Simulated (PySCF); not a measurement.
Molecule: SMILES Sc1ccno1, C3H3NOS.

Structure with atom numbers: `[SH:1][c:2]1[cH:3][cH:4][n:5][o:6]1`. Hydrogens are named by the atom that carries them.

Geometry PBE0-D3(BJ)/def2-SVP throughout; GIAO in PySCF, gas phase, one conformer, non-relativistic; equivalent atoms averaged; functional PBE0.

For orientation, STO-3G gives these shifts δ (against CS2, TMS, NH3, H2O at the same level): S1 -64.0, C2 138.6, C4 122.0, C3 91.5, N5 296.5, O6 244.4, H(C4) 7.74, H(C3) 5.51, H(S1) 2.23 ppm.

A run gave: S1 -21.5, C2 166.3, C4 153.1, C3 101.2, N5 407.0, O6 391.8, H(C4) 8.06, H(C3) 6.00, H(S1) 4.53 ppm (shifts δ (against CS2, TMS, NH3, H2O at the same level)).

Problem. Which basis set was used in that run?
A. 6-311+G(2d,p)
B. aug-cc-pVDZ
C. def2-TZVP
D. pcSseg-1
E. IGLO-III

Solution. A. O6 tells them apart best: 6-311+G(2d,p) gives 391.8, aug-cc-pVDZ gives 375.0, def2-TZVP gives 401.4, pcSseg-1 gives 404.8, IGLO-III gives 401.6 ppm.
